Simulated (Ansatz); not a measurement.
# BHOSi: the cost of one run

Method: def2-TZVPP, core rule «outside noble gas», up to 7 orbitals frozen; program: Ansatz 0.2.0, Gaussian basis.

Plan: UHF; ROHF; CCSD(T) on UHF.

2 further runs of the same task are left out: 2 set aside as unsound or not needed.

## 1. The geometry

The geometry is a PBE0/def2-TZVP stationary point (not a proven minimum) of the parent state, kept for this charge and spin.

4 atoms, charge 0, spin multiplicity 3.

Atoms are counted from 1 here; the program's logs count them from 0.

Bond lengths: B1–Si2 2.026 Å, B1–H4 1.203 Å, Si2–O3 1.518 Å. Angles: Si2–B1–H4 119.5°, B1–Si2–O3 139.0°.

As a file:

```
B     0.0000   -0.4092    1.8898
Si    0.0000    0.2878   -0.0128
O     0.0000   -0.2521   -1.4313
H     0.0000    0.3706    2.8062
```

## 2. UHF

in.yaml reads:

```yaml
crystal:
  periodic: [false, false, false]
  atoms:
    - {symbol: B, position_ang: [0.000000, -0.409239, 1.889811]}
    - {symbol: Si, position_ang: [0.000000, 0.287819, -0.012810]}
    - {symbol: O, position_ang: [0.000000, -0.252059, -1.431271]}
    - {symbol: H, position_ang: [0.000000, 0.370590, 2.806241]}
basis:
  gaussian: {orbitals: def2-TZVPP}
magnetization: {spin_polarized: true, initial_magnetization: 2}
hamiltonian: {xc: hf}
output: {orbitals: {seedname: orbitals}}
```

Started as:

```bash
ansatz run in.yaml --threads 1 --pin off --events-out ev --progress --plain --max-ram 4096MiB --backend cpu
```

Q: Estimate wall time and peak memory on 1 thread of AMD EPYC 7R13, shared host.

About 13 s, with a peak of 0.25 GiB.
